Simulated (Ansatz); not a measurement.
Worked example: Si–CH2, triplet against Si–CH₂, singlet

Geometry (PBE0/def2-TZVP stationary point of a singlet), kept for both states (Si–CH2, singlet: A1; Si–CH2, triplet: A2):

```xyz
4

Si    0.0000    0.0000    0.5957
C     0.0000    0.0000   -1.1063
H     0.0000   -0.9093   -1.7078
H     0.0000    0.9093   -1.7078
```

Basis 6-31G; Ansatz 0.2.0. Only valence electrons are correlated (noble-gas cores frozen). Prefix R: restricted or restricted open-shell reference; prefix U: unrestricted.

Full CI is exact within this basis and frozen core; it isn't the basis-set limit. The frozen core follows each run's orbitals, which can shift R against U totals by a few meV.

Unrestricted rows (U, and Kohn–Sham where it breaks symmetry) aren't spin-pure: their determinants' ⟨S²⟩ exceeds S(S+1) by up to 0.30, so they mix in states of higher spin.

| level | E(Si–CH2, singlet) (hartree) | E(Si–CH2, triplet) (hartree) |
| --- | --- | --- |
| UHF | -327.825244 | -327.787825 |
| RCCSD(T) | -327.987499 | -327.913172 |
| PBE | -328.464558 | -328.391442 |
| B3LYP | -328.689231 | -328.619364 |
| full CI | -327.988520 | -327.913863 |

Q: Give the vertical gap, Si–CH2 triplet less Si–CH2 singlet, at each level in eV (1 hartree = 27.2114 eV), and each error against full CI.

A: full CI: (-327.913863 − (-327.988520)) × 27.2114 = 2.032 eV (the reference)
B3LYP: (-328.619364 − (-328.689231)) × 27.2114 = 1.901 eV, error -0.131 eV
PBE: (-328.391442 − (-328.464558)) × 27.2114 = 1.990 eV, error -0.042 eV
RCCSD(T): (-327.913172 − (-327.987499)) × 27.2114 = 2.023 eV, error -0.009 eV
UHF: (-327.787825 − (-327.825244)) × 27.2114 = 1.018 eV, error -1.014 eV

Total energies of functionals can't be set beside those of wave-function methods, since they hold the core's correlation and their own absolute errors; only the differences compare.

The set has no polarisation functions, so the order and spacing of states can differ from the basis-set limit.

In so small a basis the reference is far from its limit while semilocal and hybrid functionals are nearer theirs, so the functionals' errors here hold much of the reference's basis and frozen-core error, which can add to them or hide them.

Each level lands on the state that its own search finds. T1 diagnostics of restricted CCSD: 0.014 and 0.016.
